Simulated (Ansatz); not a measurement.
# N2O: the cost of one run

Computed with Ansatz 0.2.0 (CCSD(T) on Hartree-Fock, Gaussian basis cc-pVTZ, unless a step's input says otherwise).

### 1 The system as given

Bond lengths: N1–N2 1.128 Å, N2–O3 1.186 Å. Angles: N1–N2–O3 180.0°.

Coordinates:

```xyz
3

N     0.0000    0.0000   -1.1280
N     0.0000    0.0000    0.0000
O     0.0000    0.0000    1.1860
```

### 2 Relaxing the atoms: N2O

input.yaml

```yaml
relax:
  f_tol: 0.001
  max_steps: 200
crystal:
  periodic: [false, false, false]
  atoms:
    - { symbol: "N", position_ang: [0.0, 0.0, -1.128] }
    - { symbol: "N", position_ang: [0.0, 0.0, 0.0] }
    - { symbol: O, position_ang: [0.0, 0.0, 1.186] }
basis:
  gaussian: { orbitals: cc-pVTZ }
hamiltonian:
  xc: hf
correlation:
  method: ccsd_t
scf:
  lower_state_search: "off"
```

Run with:

```console
> ansatz run input.yaml --threads 4 --pin off --max-ram 14336MiB --backend cpu --events-out ev --progress --plain --runs-dir out
```

Q: Estimate wall time and peak memory on 4 threads of Intel Xeon 6975P-C (Granite Rapids), shared host.

About 12 s, with a peak of 0.47 GiB.
